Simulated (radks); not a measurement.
**N³⁻ held by a Watson sphere**

Aim: the size and levels of N³⁻ inside a shell of charge +2.94 and radius R, which stands for the Madelung well of a crystal, for several R.

Program: radks (a radial shooting solver on a logarithmic mesh, Libxc functionals) version 1. Level of theory: non-relativistic Kohn-Sham, LDA (Slater exchange, Perdew-Wang correlation), spin-polarised, spherical densities, point nucleus. These are calculated values, not measurements, unless marked.

## 1. The atom as given

```
element       : nitrogen (Z = 7)
charge        : -3
electrons     : 10
configuration : [Ne]
```

Outer shells as boxes (Hund's rule):

N³⁻
```
[He] core
2s [↑↓]
2p [↑↓][↑↓][↑↓]
```

## 2. R = 1.73 bohr

Input:

```text
Z 7
configuration [Ne]
relativity non-relativistic
functional lda,pw
spin polarised
nucleus point
watson charge 2.94 radius 1.73 bohr
response adiabatic LDA kernel
```

## 3. R = 2.11 bohr

Input:

```text
Z 7
configuration [Ne]
relativity non-relativistic
functional lda,pw
spin polarised
nucleus point
watson charge 2.94 radius 2.11 bohr
response adiabatic LDA kernel
```

## 4. R = 2.7 bohr

Input:

```text
Z 7
configuration [Ne]
relativity non-relativistic
functional lda,pw
spin polarised
nucleus point
watson charge 2.94 radius 2.7 bohr
response adiabatic LDA kernel
```

## 5. R = 3.04 bohr

Input:

```text
Z 7
configuration [Ne]
relativity non-relativistic
functional lda,pw
spin polarised
nucleus point
watson charge 2.94 radius 3.04 bohr
response adiabatic LDA kernel
```

## 6. R = 3.34 bohr

Input:

```text
Z 7
configuration [Ne]
relativity non-relativistic
functional lda,pw
spin polarised
nucleus point
watson charge 2.94 radius 3.34 bohr
response adiabatic LDA kernel
```

## 7. R = 3.52 bohr

Input:

```text
Z 7
configuration [Ne]
relativity non-relativistic
functional lda,pw
spin polarised
nucleus point
watson charge 2.94 radius 3.52 bohr
response adiabatic LDA kernel
```

## 8. R = 3.58 bohr

Input:

```text
Z 7
configuration [Ne]
relativity non-relativistic
functional lda,pw
spin polarised
nucleus point
watson charge 2.94 radius 3.58 bohr
response adiabatic LDA kernel
```

## 9. R = 3.81 bohr

Input:

```text
Z 7
configuration [Ne]
relativity non-relativistic
functional lda,pw
spin polarised
nucleus point
watson charge 2.94 radius 3.81 bohr
response adiabatic LDA kernel
```

## 10. R = 3.95 bohr

Input:

```text
Z 7
configuration [Ne]
relativity non-relativistic
functional lda,pw
spin polarised
nucleus point
watson charge 2.94 radius 3.95 bohr
response adiabatic LDA kernel
```

**Question.** What will these runs give? Wanted: for each run, R; highest level; its <r>; sum of <r²>; α.

The runs gave:

```
R (bohr)  highest level (eV)  its <r> (bohr)  sum of <r²> (bohr²)  α (bohr³)
    1.73              -7.974           1.646                25.85      15.72
    2.11              -6.687           1.806                30.89      24.46
     2.7              -5.120           2.045                39.37      47.41
    3.04              -4.436           2.182                44.76      68.25
    3.34              -3.944           2.301                49.87      92.83
    3.52              -3.692           2.373                53.12      110.9
    3.58              -3.614           2.397                54.23      117.5
    3.81              -3.341           2.488                58.65      145.8
    3.95              -3.194           2.543                61.45      165.6
```

In words: From R = 1.73 to 3.95 bohr the top level moves from -7.974 to -3.194 eV and its mean radius from 1.65 to 2.54 bohr. A wider sphere makes a shallower well, so the ion swells. The polarisability goes from 15.7 to 166 bohr³. Response by self-consistent Sternheimer equations with the Hartree and adiabatic LDA kernel. The sphere does not respond.
